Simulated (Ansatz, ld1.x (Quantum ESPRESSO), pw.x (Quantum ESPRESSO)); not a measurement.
## gold (Au) (bcc): variants of one TM potential in the solid

```json
{
  "Element": "Au (Z = 79)",
  "Generator": "ld1.x (Quantum ESPRESSO) 7.5",
  "Type": "norm-conserving Troullier–Martins (Kleinman–Bylander form)",
  "Functional": "PBEsol",
  "Relativity": "scalar-relativistic",
  "Frozen core": "[Xe] 4f14",
  "Valence charge": "11",
  "Reference configuration": "5d10 6s1 6p0",
  "Partial waves": "6s (bound): rc 2.10 bohr; 5d (bound): rc 1.45 bohr; 6p (bound, empty): rc 3.20 bohr",
  "Local potential": "the p channel",
  "Core correction": "Bessel-smoothed model core inside 1.50 bohr"
}
```

Crystal test: bcc Au in pw.x 7.5, no spin, 14³ k-points, Fermi–Dirac smearing 0.01 Ry, cutoffs set for each file from its atomic test. The reference is all-electron LAPW (Ansatz 0.2.0) with the same functional, mesh and smearing; V0 and B0 come from Birch–Murnaghan fits to the pressures at five volumes. Errors are pseudo minus all-electron; Δ is the rms difference of the E(V) curves that follow from these fits, minima aligned, over ±6 % about the mean V0. Mesh and smearing are coarse, so the numbers serve the comparison and aren't converged zero-temperature values; the lattice is a test structure that the element need not adopt.

All-electron: a0 = 3.242 Å (V0 = 17.04 Å³/atom), B0 = 172.0 GPa.

Base: The largest radius (3.20 bohr) exceeds half the bond length (2.65 bohr), so the spheres overlap, which is one possible source of error among others. This is a poor potential for the solid. Atomic configuration tests: 1 of 7 tests not solved or not reliable.

A dash in a converged row means that the minimum lies outside the volumes sampled.

| change | cutoffs (Ry) | pw.x | a0 (Å) | a0 error (%) | B0 error (%) | Δ (meV/atom) | mean pressure error (GPa) |
| --- | --- | --- | --- | --- | --- | --- | --- |
| base | 100/400 | converged | – | – | – | – | +15.37 |
| wave 6p (bound): rc 3.20 bohr becomes 6p (bound): rc 2.18 bohr | 100/400 | converged; bound ghost | – | – | – | – | -36.31 |
| wave 6p (bound): rc 3.20 bohr becomes 6p (bound): rc 2.80 bohr | 100/400 | converged | – | – | – | – | +16.97 |
| wave 6p (bound): rc 3.20 bohr becomes 6p (bound): rc 3.44 bohr | 100/400 | converged | – | – | – | – | +12.06 |
| wave 6p (bound): rc 3.20 bohr becomes 6p (bound): rc 4.68 bohr | 100/400 | converged | – | – | – | – | -49.54 |

Problem. Give the row for: wave 6p (bound): rc 3.20 bohr becomes 6p (bound): rc 3.88 bohr.

Solution. pw.x: converged; mean pressure error (GPa): -0.79; a0 (Å): 3.237; a0 error (%): -0.15; B0 error (%): +4.5; Δ (meV/atom): 2.9.
